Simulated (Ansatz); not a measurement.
A calculation on bcc Mo returned lattice constant a 3.174 Å, bulk modulus 264 GPa.

For reference: lattice constant a 3.141 Å (measured, static lattice: zero-point anharmonic expansion removed; as tabulated in Mejia-Rodriguez and Trickey (2018), arXiv:1807.09216); bulk modulus 265 GPa (measured, zero-point energy and finite temperature contributions removed, our sources range from 265 to 278; as tabulated in doi:10.1021/acs.jctc.3c00612).

Question: Which level of theory produced these numbers?
(A) PBEsol (Ansatz, a first-principles code)
(B) r²SCAN-D4 (Ansatz)
(C) BLYP (Ansatz)
(D) B3LYP (VWN-RPA form) (Ansatz)

Answer: D, B3LYP (VWN-RPA form) (Ansatz)

The others give: PBEsol 3.130 Å, 280 GPa; r²SCAN-D4 3.144 Å, 275 GPa; BLYP 3.202 Å, 234 GPa.

Unless a cell is named, each level is at its own relaxed cell (B3LYP (VWN-RPA form) 15.99, BLYP 16.41, PBEsol 15.33, r²SCAN-D4 15.54 Å³/atom).

Ansatz's density-functional and Hartree–Fock values are scalar-relativistic unless marked +SOC, with PAW data made under PBE.
